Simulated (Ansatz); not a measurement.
Molecular dynamics of CH4BF

input.yaml

```yaml
crystal:
  periodic: [false, false, false]
  atoms:
    - { symbol: B, position_ang: [-0.7125, 0.235397, -0.125148] }
    - { symbol: F, position_ang: [-0.173643, -0.610259, -1.540957] }
    - { symbol: C, position_ang: [0.490596, 0.265496, 0.623432] }
    - { symbol: H, position_ang: [0.325122, -0.885806, -0.668033] }
    - { symbol: H, position_ang: [-1.886506, 0.296856, -0.192762] }
    - { symbol: H, position_ang: [0.465163, 0.382857, 1.702162] }
    - { symbol: H, position_ang: [1.491665, 0.31546, 0.201404] }
basis:
  gaussian: { orbitals: def2-TZVP }
hamiltonian:
  xc: r2scan
  dispersion: d4
md:
  timestep: 0.5
  n_steps: 200
  ensemble: nve
  temperature: 100.0
  initial_velocities: maxwell_boltzmann
  seed: 6666
```

Launched with:

```bash
$ ansatz run input.yaml --threads 4 --pin off --max-ram 5120MiB --backend cpu --events-out ev --progress --plain --runs-dir out
```

It starts at the highest image of a converged band. Of that band: Neighbouring images differ by up to 1.8 eV, so the band resolves the path poorly. A vibrational analysis at the climbing image gives one clearly imaginary mode, 611i cm⁻¹: a first-order saddle point.

Output, in part (step lines, the closing report, with atoms numbered from 0):

```
md step     0: t =     0.00 fs  T =   100.0 K  F+E_penalty+E_count = -4492.81151279 eV  E_kin = 0.064630 eV  conserved = -4492.74688279 eV  (29 SCF iters)
md step     1: t =     0.50 fs  T =    95.8 K  F+E_penalty+E_count = -4492.80878779 eV  E_kin = 0.061934 eV  conserved = -4492.74685345 eV  (34 SCF iters)
md step     2: t =     1.00 fs  T =    84.4 K  F+E_penalty+E_count = -4492.80124761 eV  E_kin = 0.054521 eV  conserved = -4492.74672680 eV  (33 SCF iters)
md step     3: t =     1.50 fs  T =    68.7 K  F+E_penalty+E_count = -4492.79094738 eV  E_kin = 0.044409 eV  conserved = -4492.74653843 eV  (33 SCF iters)
md step     4: t =     2.00 fs  T =    53.4 K  F+E_penalty+E_count = -4492.78086603 eV  E_kin = 0.034510 eV  conserved = -4492.74635620 eV  (32 SCF iters)
md step     5: t =     2.50 fs  T =    42.7 K  F+E_penalty+E_count = -4492.77385560 eV  E_kin = 0.027604 eV  conserved = -4492.74625144 eV  (34 SCF iters)
md step     6: t =     3.00 fs  T =    39.1 K  F+E_penalty+E_count = -4492.77155372 eV  E_kin = 0.025292 eV  conserved = -4492.74626208 eV  (34 SCF iters)
md step     7: t =     3.50 fs  T =    42.4 K  F+E_penalty+E_count = -4492.77380771 eV  E_kin = 0.027435 eV  conserved = -4492.74637273 eV  (34 SCF iters)
[... lines left out ...]
Total energy: -4494.07772956 eV, -165.1543103662 hartree
Atom 0 at    -0.786853     0.124091    -0.334389 Å, force     4.601986    -2.356122    -1.677490 eV/Å
Atom 1 at    -0.231545    -0.485623    -1.473775 Å, force    -0.594116    -0.126958     0.432224 eV/Å
Atom 2 at     0.597190     0.062993     0.632804 Å, force    -2.441902     3.358273     1.349124 eV/Å
Atom 3 at     0.959255    -0.646813     1.392963 Å, force     0.316204    -1.196522    -1.878988 eV/Å
Atom 4 at    -1.714740     0.526064    -0.903772 Å, force    -1.637627     1.106420     1.463068 eV/Å
Atom 5 at     0.597557     0.766626     1.492735 Å, force    -0.963126     0.878021    -0.246743 eV/Å
Atom 6 at     1.171920     0.721010    -0.073118 Å, force     0.718580    -1.663113     0.558805 eV/Å
Dipole moment:    -0.039066     0.154754     0.332113 e Å
```

The steps, from the saved trajectory:

```csv
time (fs),T (K),potential energy less start (eV),conserved less start (meV/atom)
0.0,100,0.000,0.00
3.0,39,0.040,0.09
6.0,63,0.024,0.03
9.0,52,0.031,0.06
12.0,68,0.021,0.08
15.0,224,-0.080,0.07
18.0,702,-0.387,0.28
21.0,2355,-1.460,-0.34
24.0,3754,-2.364,-0.36
27.0,3797,-2.392,-0.31
30.0,2847,-1.776,-0.10
33.0,3445,-2.164,-0.29
36.0,3314,-2.070,1.04
39.0,3544,-2.231,-0.78
42.0,1899,-1.160,0.41
45.0,3140,-1.975,-1.45
48.0,1852,-1.131,0.13
51.0,1517,-0.915,0.07
54.0,1544,-0.931,0.29
57.0,3880,-2.454,-1.54
60.0,3545,-2.229,-0.34
63.0,3102,-1.941,-0.10
66.0,2510,-1.558,-0.04
69.0,3310,-2.083,-1.10
72.0,2190,-1.350,0.10
75.0,2387,-1.479,-0.15
78.0,2637,-1.641,-0.23
81.0,3200,-2.006,-0.34
84.0,3170,-1.986,-0.33
87.0,2642,-1.643,0.01
90.0,3407,-2.142,-0.63
93.0,3495,-2.196,-0.30
96.0,2827,-1.766,-0.56
99.0,2003,-1.232,-0.37
```

All steps were run. The conserved energy stayed within 2.2 meV per atom of its start (net change -0.87 meV per atom), so the integration is sound. The kinetic energy rose, since the run started high on the potential surface and went downhill. A run of 0.1 ps of so small a system gives no equilibrium averages. The orbitals stay closed-shell, which can raise the energy where a bond breaks towards radicals; this wasn't checked here.

Between its relaxed ends the band would form F2–H4 and break B1–F2, C3–H4. These pairs go: F2–H4 1.04 → 3.11 Å, B1–F2 1.74 → 1.41 Å, C3–H4 1.74 → 1.10 Å. In the last frame they stand as before the step (other bonds may differ from the relaxed reactants and products). These pairs come and go: their bonding changes 12 times, last at 80 of 100 fs, so the outcome isn't settled. It ends as one piece, CH4BF. Pairs count as bonded within 1.25 times the sum of covalent radii (0.12 Å more for H–H).

Last frame:

```xyz
7
Properties=species:S:1:pos:R:3
B -0.787 0.124 -0.334
F -0.232 -0.486 -1.474
C 0.597 0.063 0.633
H 0.959 -0.647 1.393
H -1.715 0.526 -0.904
H 0.598 0.767 1.493
H 1.172 0.721 -0.073
```

Time of the run: 5.1 min on 4 threads of Arm Neoverse N1, on a shared host, peak memory 0.18 GiB.
